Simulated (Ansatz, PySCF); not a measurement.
System: dimethylether, C$_{2}$H$_{6}$O, net charge 0, singlet state. 
Coordinates optimised at B3LYP-D3(BJ)/def2-TZVP (Ansatz, a quantum-chemistry and plane-wave program):
```
O
C 1 1.4094
H 2 1.0890 1 107.47
H 2 1.0983 3 109.03 1 -120.94
H 2 1.0983 3 109.03 4 -118.12
C 1 1.4094 2 112.50 3 -180.00
H 6 1.0890 1 107.47 2 180.00
H 6 1.0983 7 109.03 1 120.94
H 6 1.0983 7 109.03 8 118.12
```
Charge 0, spin multiplicity 1.

PBE beside other levels, property by property. Correlated levels leave the core frozen unless marked. UHF or UKS for open shells. Spin-orbit coupling is left out. Non-relativistic. CBS(X,Y): correlation extrapolated as X^-3; Hartree-Fock from the larger set. [CCSD(T)-MP2]/basis is that difference in the basis named. Rows marked 298 K are enthalpies with B3LYP-D3(BJ) harmonic zero-point and thermal terms from PySCF. Enthalpies of formation rest on the atoms' values in the G2/97 table (older ones for B and Si), with no core term in the frozen-core levels. The coupled-cluster column (Ansatz) is a level with limits of its own: (a) RI-MP2/CBS(aug-cc-pVTZ,aug-cc-pVQZ)+[CCSD(T)-MP2]/aug-cc-pVTZ; (b) RI-MP2/CBS(cc-pVTZ,cc-pVQZ)+[CCSD(T)-MP2]/cc-pVTZ.

```
property                                                                 wB97X-V/def2-TZVPD (Ansatz)  RI-MP2/CBS(cc-pVTZ,cc-pVQZ) (Ansatz)  CCSD(T)/cc-pVTZ (Ansatz)  coupled cluster  measured
-----------------------------------------------------------------------  ---------------------------  ------------------------------------  ------------------------  ---------------  --------
proton affinity at O, enthalpy at 298 K, to C[OH+]C (kcal/mol)                                 189.0                                 187.5                     191.4        189.3 (b)         -
C-H bond dissociation enthalpy, 298 K, to [CH2]OC + H atom (kcal/mol)                           94.7                                  96.7                      95.4         97.0 (b)         -
C-O bond dissociation enthalpy, 298 K, to [CH3] (CH3) + C[O] (kcal/mol)                         82.1                                  93.0                      81.7         84.1 (a)         -
enthalpy of formation at 298 K by atomisation (kcal/mol)                                       -43.3                                 -51.4                     -25.3        -44.3 (a)     -44.0
```

Measured values: Active Thermochemical Tables 1.112 (ions: stationary electron), as tabulated in the package chemicals; they hold spin-orbit effects, and any other conformers, which all levels lack, and core correlation, which the frozen-core levels lack.

Q: What does PBE/def2-TZVPD (Ansatz) give for each property, and on which side of the measured value, or else of coupled cluster, does it fall?

A: 
- proton affinity at O, enthalpy at 298 K, to C[OH+]C: PBE lies 3.5 kcal/mol below coupled cluster; PBE gives 185.8 kcal/mol.
- C-H bond dissociation enthalpy, 298 K, to [CH2]OC + H atom: PBE lies 6.0 kcal/mol below coupled cluster; PBE gives 91.0 kcal/mol.
- C-O bond dissociation enthalpy, 298 K, to [CH3] (CH3) + C[O]: PBE lies 4.1 kcal/mol below coupled cluster; PBE gives 80.0 kcal/mol.
- enthalpy of formation at 298 K by atomisation: PBE lies 10.7 kcal/mol below the measured value; PBE gives -54.7 kcal/mol.
